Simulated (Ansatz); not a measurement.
Several solutions for triplet Si2

```yaml
atoms:
  - { symbol: Si, position_ang: [0.0000, 0.0000, 0.0000] }
  - { symbol: Si, position_ang: [0.0000, 0.0000, 4.5000] }
```

Basis set: def2-SVP (spherical functions). Charge 0, multiplicity 3.

UHF was run from several starts with Ansatz (development build ahead of 0.2.0).

```csv
run,program,start,converged,energy (hartree),<S²>
A,Ansatz,"atomic start, no search",yes,-577.49321,3.00
B,Ansatz,stability test followed,yes,-577.49462,3.03
C,Ansatz,search for the lowest state,yes,-577.49462,3.03
```

Which runs reached the lowest solution of this kind, and what is wrong with the others?

B, C reached the lowest solution found. Converged but too high: A by 0.04 eV. Convergence only shows a stationary point, and even a stable one can lie too high; stability tests and further starts are what find lower ones. Caution: the unrestricted determinant is a mixture of spin states.
